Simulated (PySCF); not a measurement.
Molecule: Furan (SMILES c1ccco1).

Bonds (- single, = double, # triple, : aromatic): C1:C2 1.431 Å, C2:C3 1.363 Å, C3:O4 1.348 Å, O4:C5 1.348 Å, C5:C1 1.363 Å. C1 carries H6; C2 carries H7; C3 carries H8; C5 carries H9.

Geometry PBE0-D3(BJ)/def2-SVP throughout; GIAO in PySCF 2.14, gas phase, one conformer, non-relativistic; equivalent atoms averaged; functional PBE0.

Question: How do the absolute shieldings σ depend on the basis set? (ppm; last column core-seconds on shared hosts with different chips, so compare them loosely)

Answer: 
```
    basis set  functions  C3/C5  C1/C2     O4  H8/H9  H6/H7  core-s
       STO-3G         29  115.9  134.3  159.0  25.97  26.84     1.6
        6-31G         53   62.2   91.0   47.7  25.17  26.18     3.1
     pcSseg-0         53   37.7   71.8   18.8  25.47  26.39     2.5
       6-31G*         78   61.3   89.1   63.3  24.78  25.78     4.5
     def2-SVP         90   56.7   85.3   54.1  24.31  25.04     4.9
      cc-pVDZ         90   58.7   87.1   53.9  24.02  24.92     4.2
     pcSseg-1        105   38.3   69.0   27.6  23.85  24.72       5
  aug-cc-pVDZ        151   56.6   86.7   55.4  23.74  24.79     8.7
6-311+G(2d,p)        159   42.3   73.4   33.2  23.98  24.93      11
    def2-TZVP        179   41.4   72.2   30.0  23.96  24.88      14
      cc-pVTZ        206   43.1   73.5   33.1  23.81  24.72      13
     IGLO-III        215   34.8   66.6   25.6  23.82  24.81      13
     pcSseg-2        236   33.9   65.7   23.9  23.68  24.60      23
```

Question: Which nucleus moves most, in ppm?

Answer: O4 (aromatic ring oxygen): from 18.8 ppm with pcSseg-0 to 159.0 ppm with STO-3G. The smallest spread is 2.24 ppm, at H6/H7. Proton shifts span only some 12 ppm, so a few tenths of a ppm matter as much there as several ppm in carbon.

Question: Taking the largest basis, pcSseg-2 (236 functions), as the yardstick, rank the others by their worst heavy-atom deviation.

Answer: IGLO-III 1.7 ppm (215 functions), pcSseg-1 4.4 ppm (105 functions), pcSseg-0 6.1 ppm (53 functions), def2-TZVP 7.5 ppm (179 functions), cc-pVTZ 9.2 ppm (206 functions), 6-311+G(2d,p) 9.4 ppm (159 functions), 6-31G 28.2 ppm (53 functions), cc-pVDZ 30.1 ppm (90 functions), def2-SVP 30.3 ppm (90 functions), aug-cc-pVDZ 31.6 ppm (151 functions), 6-31G* 39.5 ppm (78 functions), STO-3G 135.1 ppm (29 functions).

A small basis that lands close on one nucleus may do so by chance; judge by the trend and by all nuclei.
